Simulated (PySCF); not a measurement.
# H4Si: the cost of one run

Method: relaxation, HF, aug-cc-pvtz, and further levels as typed in the inputs, in PySCF 2.14.0.

1 further run of the same task is left out (for a faulty analytic Hessian).

## 1. Starting point

Bond lengths: Si1–H2 1.481 Å, Si1–H3 1.481 Å, Si1–H4 1.481 Å, Si1–H5 1.481 Å. Angles: H2–Si1–H3 109.5°, H2–Si1–H4 109.5°, H2–Si1–H5 109.5°, H3–Si1–H4 109.5°, H3–Si1–H5 109.5°, H4–Si1–H5 109.5°.

As a file:

```xyz
5

Si    0.0000    0.0000    0.0000
H     0.8550    0.8550    0.8550
H    -0.8550   -0.8550    0.8550
H    -0.8550    0.8550   -0.8550
H     0.8550   -0.8550   -0.8550
```

## 2. Relaxation: H4Si

run.py reads:

```python
from pyscf import gto, scf
from pyscf.geomopt.geometric_solver import optimize
mol = gto.M(atom="mol.xyz", basis="aug-cc-pvtz", verbose=4)
mf = scf.RHF(mol).run(conv_tol=1e-9)
m = optimize(mf, maxsteps=60)
print("optimised structure (A):")
for k in range(m.natm): print(m.atom_symbol(k), *(f"{x:.8f}" for x in m.atom_coords(unit="A")[k]))
```

On the command line:

```
$ python run.py
```

**Question.** How long does this run take on 2 threads of Intel Xeon 6975P-C (Granite Rapids), shared host?

About 19 s.
